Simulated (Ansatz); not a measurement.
Saddle point of HCN, singlet (HCN ([CH][N]) → HCN ([C][NH]); bonds formed: H1–N3; bonds broken: H1–C2), PBE0-D4/def2-TZVP structure:

H1  (0.586, 0.394, -0.308)
C2  (-0.571, 0.215, -0.163)
N3  (-0.015, -0.609, 0.472)
(Å)

Energies are electronic, without zero-point energy. Barriers and step energies count from the start structure reached by relaxing down the imaginary mode; all methods use the PBE0-D4 structures, on which another method's saddle can fall below an end. Program: Ansatz 0.2.0. Basis: def2-TZVPP, with def2-QZVPP for the basis limit. Cores are frozen in the correlated methods. B3LYP uses VWN-RPA correlation. Extrapolation: Hartree–Fock as exp(−7.88 √X), correlation as X^−2.97.

```
      method  barrier (eV)  step energy (eV)
       SPW92         1.941             0.605
      PBE-D4         1.979             0.645
     BLYP-D4         2.028             0.643
   r2SCAN-D4         2.008             0.624
      B97M-V         1.984             0.576
     PBE0-D4         2.016             0.593
    B3LYP-D4         2.058             0.602
  r2SCAN0-D4         2.024             0.575
    BHLYP-D4         2.088             0.538
CAM-B3LYP-D4         2.046             0.569
     wB97X-V         1.996             0.564
     wB97M-V         1.929             0.531
      B2PLYP             ?             0.662
    PBE-QIDH         2.102             0.637
  RPA on PBE             ?             0.609
          HF             ?             0.435
         MP2         2.255             0.761
        CCSD         2.089             0.627
     CCSD(T)         2.066             0.640
```

Question: Fill in the withheld barriers. (To be estimated.)

Answer: Computed: B2PLYP 2.109; HF 2.077; RPA on PBE 1.984 eV. Each is the energy of the saddle less that of the start structure, by the same method.

For comparison, the barrier by CCSD(T) at an estimated basis limit (MP2 extrapolated from triple and quadruple zeta, plus CCSD(T) − MP2 in triple zeta) is 2.068 eV.

No T1 diagnostic of these runs exceeds 0.029. The T1 diagnostic is large here, which may signal multireference character or strong orbital relaxation, so CCSD(T) is less sure.

Labels in which every atom is bracketed show which atoms are joined, not bond orders.

For scale, one of the runs: CCSD(T)/def2-TZVPP, 76 basis functions, launched by `ansatz run in.yaml --threads 2 --pin off --events-out ev --progress --plain --max-ram 4352MiB`. Hardware: 2 CPU threads of an AMD EPYC 7B13, shared host. Wall time about 0.65 s.
